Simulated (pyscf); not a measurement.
Homolytic dissociation enthalpies at 298 K of As–H, H–P bonds in 8 gas-phase molecules, in kJ/mol. Structures and frequencies: ωB97X-D3(BJ)/def2-SVP in PySCF. MP2 and CC: frozen core, UHF for open shells. ΔMP2 is the change of the MP2 total energy from the triple- to the quadruple-zeta basis. Both columns use the same structures and thermal terms. Rows were drawn at random from the closed-shell molecules with such a bond whose radicals are computed, keep their shape and have no isomer in the data more than 5 kcal/mol lower.

| row | molecule | radicals | PBE/def2-TZVP | CCSD(T)/def2-TZVPP + ΔMP2(QZVPP) |
|---|---|---|---|---|
| 1 | H₂Ga–AsH₂ | H₂Ga–AsH• + H• | 305.2 | 318.5 |
| 2 | H₂Al–AsH₂ | H₂Al–AsH• + H• | 304.7 | 317.0 |
| 3 | AsH₃ | AsH₂• + H• | 303.6 | 314.4 |
| 4 | HO–AsH–OH | HO–As•–OH + H• | 274.6 | 296.3 |
| 5 | H₂P–PH₂ | •HP–PH₂ + H• | 310.6 | 327.3 |
| 6 | H₃Ge–AsH₂ | H₃Ge–AsH• + H• | 299.5 | 313.3 |
| 7 | HO–PH₂ | HO–PH• + H• | 302.7 | ? |
| 8 | H₂B–AsH₂ | H₂B–AsH• + H• | 305.1 | 320.1 |

Question: Fit a line that carries the PBE values to the last column and predict row 7.

Answer: In the 7 complete rows the last column lies 10.8 to 21.7 kJ/mol from PBE (mean 14.8, median 13.8). Least squares gives y = 80.9 + 0.78·x with residuals of 2.2 kJ/mol (root mean square). For row 7: 80.9 + 0.78 × 302.7 = 317.0 kJ/mol. The computed value is 321.3 kJ/mol, 4.3 over the line. The CCSD(T) − MP2 part came from Ansatz, without density fitting, on the same reference. The frozen core leaves the outer d or s,p core shells of the metals and heavy elements correlated in the MP2 and CC values, and def2-TZVPP describes them poorly, which can shift differences by a few kcal/mol. Elements up to Kr have no core potential and no relativistic terms here.
